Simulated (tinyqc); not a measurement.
Pariser-Parr-Pople SCF with singles CI, for the molecule C=C1C=C1 (SMILES; centres numbered as the heavy atoms are written), step by step. One step of it, computed by the program tinyqc.

Question. Iteration 2: Fock matrix. F_rr = H_rr + P_rr gamma_rr / 2 + sum_(s != r) P_ss gamma_rs; F_rs = H_rs - P_rs gamma_rs / 2; E = tr P (H + F) / 2 + core repulsion sum_(r<s) z_r z_s gamma_rs.

P after iteration 1:
```
,1C,2C,3C,4C
1C,1.247403,0.869958,-0.301633,-0.301633
2C,0.869958,0.994380,0.348670,0.348670
3C,-0.301633,0.348670,0.879108,0.879108
4C,-0.301633,0.348670,0.879108,0.879108
```

core matrix H (eV):
```
,1C,2C,3C,4C
1C,-23.709071,-2.390000,0.000000,0.000000
2C,-2.390000,-27.198114,-2.390000,-2.390000
3C,0.000000,-2.390000,-25.453592,-2.390000
4C,0.000000,-2.390000,-2.390000,-25.453592
```

repulsion gamma_rs (eV):
```
,1C,2C,3C,4C
1C,11.130000,5.345539,3.601766,3.601766
2C,5.345539,11.130000,5.346287,5.346287
3C,3.601766,5.346287,11.130000,5.345539
4C,3.601766,5.346287,5.345539,11.130000
```

Centres (angstrom, eV; a flat drawing with bonds scaled to 1.40 angstrom):
```
centre,x,y,core charge z,W,gamma_rr
1C,1.656000,0.000000,1,11.160000,11.130000
2C,0.256000,0.000000,1,11.160000,11.130000
3C,-0.956000,0.700000,1,11.160000,11.130000
4C,-0.956000,-0.700000,1,11.160000,11.130000
```

Give: F; pi energy.

Answer.

F (eV):
```
,1C,2C,3C,4C
1C,-5.1191,-4.7152,0.5432,0.5432
2C,-4.7152,-5.5964,-3.3220,-3.3220
3C,0.5432,-3.3220,-6.0529,-4.7397
4C,0.5432,-3.3220,-4.7397,-6.0529
```

pi energy = -50.1557 eV
